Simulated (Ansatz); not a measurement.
Geometry optimisation, Ansatz 0.2.0, RKS PBE-D4/def2-SVP.

The input (input.yaml):

```yaml
crystal:
  periodic: [false, false, false]
  atoms:
    - { symbol: Si, position_ang: [0.0, 0.0, 0.0] }
    - { symbol: C, position_ang: [1.1598, 0.0, 1.7145] }
    - { symbol: H, position_ang: [0.1602, -0.3092, 2.085] }
    - { symbol: H, position_ang: [1.9274, -0.7111, 2.085] }
    - { symbol: H, position_ang: [1.3918, 1.0203, 2.085] }
    - { symbol: H, position_ang: [1.6388, 0.0, 0.265] }
    - { symbol: "N", position_ang: [-0.8572, 1.4851, -0.6061] }
    - { symbol: H, position_ang: [-1.8773, 1.43, -0.8888] }
    - { symbol: H, position_ang: [-0.3367, 2.4058, -0.6766] }
    - { symbol: H, position_ang: [-0.6877, -1.1914, -0.4862] }
basis:
  gaussian: { orbitals: def2-SVP }
hamiltonian:
  xc: pbe
  dispersion: d4
relax:
  f_tol: 0.15
  max_steps: 25
  restrain:
    - { distance: [1, 5], at: 2.31, k: 30.0 }
    - { distance: [0, 1], at: 1.87, k: 30.0 }
    - { distance: [0, 5], at: 1.46, k: 30.0 }
```

Launched with:

```bash
$ ansatz run input.yaml --threads 1 --pin off --max-ram 2048MiB --backend cpu --events-out ev --progress --plain --runs-dir out
```

Task: Where does it end, and by what steps?

Result: The forces met the threshold. The restraints hold the end off the free minimum; the threshold counts their pulls, which the force column leaves out. Restrained pairs: C2–H6 (1.53 → 2.35 Å), Si1–C2 (2.07 → 1.86 Å), Si1–H6 (1.66 → 1.47 Å). After 7 steps the energy has fallen by 4.506 eV (the restraints' own energy left out); H6 moved furthest, 0.69 Å.

```
step  energy less start (eV)  largest force component (eV/Å)  accepted
   0                  0.0000                           3.180       yes
   1                 -1.4352                           3.248       yes
   2                 -2.5856                           3.271       yes
   3                 -3.8554                           1.690       yes
   4                 -4.4470                           1.622       yes
   5                 -4.4992                           1.325       yes
   6                 -4.5057                           1.223       yes
   7                 -4.5061                           1.237       yes
```

```xyz
10
Properties=species:S:1:pos:R:3
Si 0.263 0.072 0.014
C 0.831 0.023 1.788
H 0.071 -0.068 2.592
H 1.531 -0.838 1.877
H 1.420 0.947 1.984
H 1.665 0.138 -0.409
N -0.719 1.392 -0.521
H -1.680 1.278 -0.837
H -0.424 2.369 -0.490
H -0.439 -1.183 -0.421
```

Time of the run: 21 s on 1 thread of Arm Neoverse V1, on a shared host, peak memory 0.12 GiB.
